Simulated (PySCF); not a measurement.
Molecule: C4H5, charge 0, multiplicity 2. It need not be the lowest isomer of its formula. 
Coordinates optimised at B3LYP-D3(BJ)/def2-TZVP (Ansatz):
SMILES: CC#C[CH2]
```xyz
9

C     -0.0030    -0.1564     2.0674
C     -0.0010    -0.0559     0.7061
C      0.0008     0.0323    -0.5132
C      0.0029     0.1519    -1.9587
H     -0.9312    -0.2049     2.6212
H      0.9235    -0.1905     2.6250
H     -0.0047     1.2023    -2.2661
H      0.8918    -0.3120    -2.3930
H     -0.8770    -0.3258    -2.3966
```
Charge 0, spin multiplicity 2.

Dispersion corrections to the total energy (kcal/mol) from the dftd3 and dftd4 libraries through PySCF: D3(BJ) without and D4 with the three-body term, each with the damping fitted for the functional named.

| functional | D3(BJ) | D4 |
|---|---|---|
| r2SCAN | ___ | -0.73 |
| B2PLYP | -2.41 | -2.00 |
| B3LYP | ___ | -4.59 |
| PW6B95 | -1.46 | -2.54 |
| BP86 | -4.75 | -3.73 |
| B2GP-PLYP | -1.77 | -1.19 |
| PBE | ___ | -2.87 |

Task: Fill in the missing entries.

Result: 
- r2SCAN, D3(BJ): -0.87
- B3LYP, D3(BJ): -5.35
- PBE, D3(BJ): -3.14
